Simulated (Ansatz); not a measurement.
## Basis-set limit of H₂SO, triplet

```xyz
4

O    -0.8892   -0.2316    0.0000
H    -1.1385    0.6949    0.0000
H     0.2548   -0.2316    0.0000
S     1.7728   -0.2316    0.0000
```

Connectivity, by distances: OH ··· S, 1 bridging H.

Ansatz 0.2.0, UHF determinant, valence electrons correlated. Energies in eV.

```
       set  X  functions  Hartree–Fock  MP2 correlation  CCSD(T) correlation                                                                                                  time
def2-TZVPP  3        101   -12884.5976         -10.7153             -11.9861  44 s on 1 × NVIDIA H100 80GB HBM3 with 1 thread of AMD EPYC 7R13 Processor (Zen 3), on a shared host
def2-QZVPP  4        187   -12885.0032         -11.6282             -12.8504      55 s on 1 × NVIDIA H100 80GB HBM3 with 1 thread of AMD EPYC 7R13 Processor (Zen 3) (shared host)
```

Hartree–Fock is taken to follow E(X) = E∞ + A·exp(−7.88·√X), correlation E(X) = E∞ + B·X^−2.97.

Cautions: lower spins were not checked.

Task: Work out the CCSD(T) energy at the limit, and how far the shortcut misses it that extrapolates MP2 and adds CCSD(T) minus MP2 from the smaller set.

Result: Hartree–Fock: E∞ = E4 + 0.1377·(E4 − E3) = -12885.0590. Correlation: E∞ = E4 + 0.7407·(E4 − E3) = -13.4906 for CCSD(T) and -12.3045 for MP2. The limit is -12898.5496 eV, 0.696 eV below def2-QZVPP. The shortcut gives a correlation energy of -12.3045 + (-1.2708) = -13.5753, 85 meV lower than the direct value.

Past Ne part of the Hartree–Fock step between the two sets comes from the cores, which don't follow the formula, so the 56 meV that it adds to the total can overshoot; that part largely cancels in differences.
